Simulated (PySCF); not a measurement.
C2H2N2S: core ionisation energies

1,2,5-thiadiazole, C2H2N2S.
Atom-mapped SMILES: `[cH:1]1[cH:2][n:3][s:4][n:5]1`

Computed, not measured: delta-SCF UKS SCAN, pcX-2 on the ionised atom, pcseg-1 elsewhere, spin-free X2C (PySCF). Binding energies are ΔSCF values: E(core-ionised, relaxed orbitals) − E(ground state) at a fixed geometry, referred to the vacuum level.

Task: What binding energy does each computed site have?

Result: 
```tsv
atom(s)	bonded to	level	binding energy (eV)	count
C1/C2	N (aromatic in the SMILES), C (aromatic in the SMILES) and H	C 1s	291.98	2
N3/N5	S (aromatic in the SMILES) and C (aromatic in the SMILES)	N 1s	405.65	2
S4	2 N (aromatic in the SMILES)	S 1s	2479.65	1
```

Task: Express the binding energy of C 1s of C1/C2 in atomic units and per mole.

Result: 291.98 eV = 10.7301 Eh = 28172 kJ/mol.

Task: Which effective nuclear charge Zeff reproduces each element's mean 1s value in the hydrogen-like formula E = 13.606 eV × Zeff²?

Result: C (Z = 6): mean 292.0 eV, Zeff = 4.63, Z − Zeff = 1.37; N (Z = 7): mean 405.6 eV, Zeff = 5.46, Z − Zeff = 1.54; S (Z = 16): mean 2479.6 eV, Zeff = 13.50, Z − Zeff = 2.50. Means run over the listed sites, weighted by atom count.

Atoms equivalent by their bonding share one computed value, that of the first of them. Not every level is listed. Isolated species at its GFN2-xTB geometry, gas phase.
